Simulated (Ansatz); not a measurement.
1T (CdI2-type) PtSe₂, treated with PBE0 in Ansatz (plane waves, PAW).

The input as run:

Ansatz 0.2 input:
```yaml
crystal:
  lattice:
    - [1.8585552409, -3.219112106, 0.0]
    - [1.8585552409, 3.219112106, 0.0]
    - [0.0, 0.0, 5.8301892425]
  atoms:
    - { symbol: Pt, position: [0.0, 0.0, 0.0] }
    - { symbol: Se, position: [0.3333333333, 0.6666666667, 0.2249302747] }
    - { symbol: Se, position: [0.6666666667, 0.3333333333, 0.7750697253] }
kpoints:
  mp_grid: { grid: [12, 12, 4] }
hamiltonian:
  xc: pbe0
  pseudopotentials: { kind: paw }
  dispersion: none
scf:
  occupations: { method: fermi_dirac, width: 0.05 }
output:
  forces: true
  stress: true
  eigenvalues: true
basis:
  ecutwfc: 500
  ecutrho_ratio: 4
  xc_grid: 2
magnetization:
  spin_polarized: false
```

From the output:

```
WARN output.stress: scf.convergence.dr2_threshold = 1e-7 eV (the SCF's general default) is looser than the 3e-10 eV advised for a printed stress (1e-10 eV for …
WARN output.stress: scf.exx.energy_threshold = 1e-6 eV is looser than the 3e-8 eV advised for a stress under a hybrid functional (1e-8 eV for each atom of the …
Crystal: 3 atoms, lattice volume = 69.763 Å³
Basis set: ecut = 500 eV, 1773 PW (Γ), exchange–correlation on 60×60×90 points (8 copies of the dense FFT grid, shifted against one another)
Bands: 30, of which v1, the nominal top of the filled ones, is band 25 counted from 1 (24 counted from 0)
Symmetry: 12 space group operations
Space group: P-3m1 (ITA 164), of the structure as read, at distance tolerance 4.1e-5 Å
k-points: 69 of 576
Functional: x = pbe(κ = 0.804, μ = 0.2195149727645171), c = pbe(β = 0.06672455060314922), warm-up for x = 0.75 pbe(κ = 0.804, μ = 0.2195149727645171) + 0.25 exact, c = pbe(β = 0.06672455060314922)
SCF iter   1: F=—  HF=-23462.359607 eV  |F-HF|=—  |Δ(HF+E_count)|=         —  Δρ=5.34e-3  dr2=2.16e-2
SCF iter   2: F=—  HF=-23462.363048 eV  |F-HF|=—  |Δ(HF+E_count)|=   3.44e-3  Δρ=5.12e-3  dr2=3.83e-2
  ...
Crystal: 3 atoms, lattice volume = 69.763 Å³
Initial density: handed on by an earlier stage of this run
Functional: x = 0.75 pbe(κ = 0.804, μ = 0.2195149727645171) + 0.25 exact, c = pbe(β = 0.06672455060314922)
Crystal: 3 atoms, lattice volume = 69.763 Å³
SCF 3 converged in 6 iterations: F = -23464.656286 eV  dr2 = 2.07e-10
Crystal: 3 atoms, lattice volume = 69.763 Å³
SCF iter   1: F=—  HF=-23464.656286 eV  |F-HF|=—  |Δ(HF+E_count)|=         —  Δρ=4.62e-6  dr2=3.18e-9
SCF iter   2: F=-23464.656286 eV  HF=-23464.656286 eV  |F-HF|=5.09e-10  |Δ(HF+E_count)|=   3.04e-9  Δρ=2.81e-6  dr2=1.01e-9
SCF 4 converged in 2 iterations: F = -23464.656286 eV  dr2 = 1.01e-9
Free energy (F): -23464.656286 eV
Internal energy: -23464.656286 eV  (E = F + TS)
E sigma→0 (E₀):  -23464.656286 eV
Fermi energy:    10.592415 eV
--- Forces (eV/Å), atoms counted from 1 ---
  atom   1  Pt     0.00000000    -0.00000000     0.00000000
  atom   2  Se     0.00000000     0.00000000    -0.30129484
  atom   3  Se     0.00000000     0.00000000     0.30129484
--- Stress (GPa, compression-positive) ---
       -1.818428      -0.000000      -0.000000
        0.000000      -1.818428       0.000000
       -0.000000       0.000000      -1.148533
  P = ⅓ Tr σ = -1.5951 GPa (-15.951 kbar)
```

The PAW data were made under PBE.

Note: exact exchange on metals is sensitive to the k mesh and can open a false gap. Note: the cell comes from a level without a dispersion term, which matters for the spacing of layers, chains or molecules. Note: cell and atoms aren't relaxed at this level (largest force component 0.30 eV/Å, pressure -1.6 GPa). Note: the cell has widely spaced layers and the level no dispersion term, so their spacing and the moduli can rest on weak binding.

Cost on a shared machine: roughly 11 core-minutes.

Ansatz is a program for electronic structure.
